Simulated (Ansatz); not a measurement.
Diamond-structure Si was calculated with Hartree–Fock in Ansatz (plane waves, PAW).

Settings: plane-wave cutoff 460 eV, 8×8×8 k mesh, Fermi–Dirac smearing 0.01 eV, scalar-relativistic PAW data made under PBE.

The cell is scaled about its equilibrium volume:

```
V (Å³/atom)  P (GPa)  direct gap at Γ (eV)  smallest gap on the k mesh (eV)
-----------  -------  --------------------  -------------------------------
19.878          5.53                 9.044                            6.383
20.155          3.85                 9.029                            6.397
20.402          2.43                 9.014                            6.409
20.925         -0.31                 8.983                            6.429
21.448         -2.73                 8.950                            6.446
21.971         -4.87                 8.915                            6.459
```

The fundamental gap (6.39 eV at the equilibrium volume, with added k points) lies elsewhere than Γ–Γ.

Ansatz is an electronic-structure program.
